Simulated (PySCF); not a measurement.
# HO: the cost of one run

Method: levels as typed in each script, gas phase, geometry from GFN2-xTB; program: PySCF 2.14.0.

## Step 1: Starting geometry

SMILES `[OH-]`, 2 atoms, charge -1, spin multiplicity 1.

Bond lengths: O1–H2 0.979 Å.

Coordinates:

```xyz
2
charge -1, multiplicity 1
O     0.1088    0.0000    0.0000
H    -0.8701    0.0000    0.0000
```

## Step 2: Localised orbitals (TPSS/def2-svp)

The input, input.py:

```python
import numpy as np
from pyscf import gto, scf, dft, lo
from pyscf.data.elements import chemcore

def solve(mol, dm0=None, hcore=None):
    mf = (dft.UKS if mol.spin else dft.RKS)(mol, xc='tpss')
    mf.grids.level = 3
    mf = mf.density_fit(auxbasis='def2-universal-jkfit')
    mf.conv_tol, mf.max_cycle = 1e-8, 80
    if hcore is not None:
        mf.get_hcore = lambda *args: hcore
    mf.kernel(dm0)
    if not mf.converged:
        mf = mf.newton().run(mf.mo_coeff, mf.mo_occ, max_cycle=30)
    assert mf.converged, 'SCF not converged'
    return mf

mol = gto.M(atom='''
O      0.10876     0.00000     0.00000
H     -0.87008     0.00000     0.00000
''', basis='def2-svp', charge=-1, spin=0, verbose=4)
mf = solve(mol)
occ_all = mf.mo_coeff[:, mf.mo_occ > 0]
occ = occ_all[:, chemcore(mol):]
loc = lo.ibo.ibo(mol, occ, iaos=lo.iao.iao(mol, occ_all))
fock, s = mf.get_fock(), mf.get_ovlp()
ortho = lo.orth_ao(mol, 'meta_lowdin')
ortho = lo.vec_lowdin(lo.iao.iao(mol, occ_all), s)
labels = lo.iao.reference_mol(mol).ao_labels(fmt=None)
vir = lo.vvo.livvo(mol, occ_all, mf.mo_coeff[:, mf.mo_occ == 0])
both = np.hstack([loc, vir])
p = (ortho.T @ s @ both) ** 2
pop = np.array([p[[l[0] == a for l in labels]].sum(0) for a in range(mol.natm)])
spd = np.array([[p[[l[0] == a and l[2][-1] == k for l in labels]].sum(0) for k in 'spd'] for a in range(mol.natm)])
eps = np.einsum('pi,pq,qi->i', both, fock, both)
for i in np.argsort(eps):
    top = np.argsort(-pop[:, i])[:3]
    print('%3d %s %9.4f Eh ' % (i + 1, 'occ' if i < loc.shape[1] else 'vir', eps[i]), '  '.join('%s%d %.3f' % (mol.atom_symbol(a), a + 1, pop[a, i]) for a in top))
np.savez('result.npz', c=both, nocc=loc.shape[1], pop=pop, spd=spd, eps=eps, e=mf.e_tot)
```

On the command line:

```
OMP_NUM_THREADS=1 python input.py
```

What time and memory should one allow on 1 thread of Intel Xeon 6975P-C (Granite Rapids), shared host?

About 1.6 s, with a peak of 0.17 GiB.
